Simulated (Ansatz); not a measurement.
fcc Ni, treated with PBE-D3(BJ) (Ansatz, a program for electronic structure, PAW).

Settings: plane-wave cutoff 520 eV, 26×26×26 k mesh, Fermi–Dirac smearing 0.05 eV, spin-polarised with parallel moments, scalar-relativistic PAW data made under PBE.

Computed at the level's own relaxed cell.

Question: What does this level give for the bulk modulus, lattice constant a, equilibrium volume per atom, pressure derivative B′ of the bulk modulus and magnetic moment per atom (the cell's total over its atoms)?

Answer: 
bulk modulus: 217 GPa
lattice constant a: 3.478 Å
equilibrium volume per atom: 10.52 Å³/atom
pressure derivative B′ of the bulk modulus: 5.1
magnetic moment per atom (the cell's total over its atoms): 0.62 μB

The run finds no gap.

Measured, for comparison: bulk modulus 192 GPa (0 K value with the zero-point phonon effect removed, our sources range from 186 to 195; as tabulated in Mejia-Rodriguez and Trickey (2018), arXiv:1807.09216); lattice constant a 3.508 Å, equilibrium volume per atom 10.79 Å³/atom (static lattice: zero-point anharmonic expansion removed; as tabulated in Mejia-Rodriguez and Trickey (2018), arXiv:1807.09216). Computed (rounded) less measured: bulk modulus +13 % (+11 % to +17 % over the range), lattice constant a -0.9 %, equilibrium volume per atom -2.5 %.

Moments are spin moments.

Static lattice: no zero-point or thermal effects.

It cost around 2.1 core-minutes (rough) of CPU time.
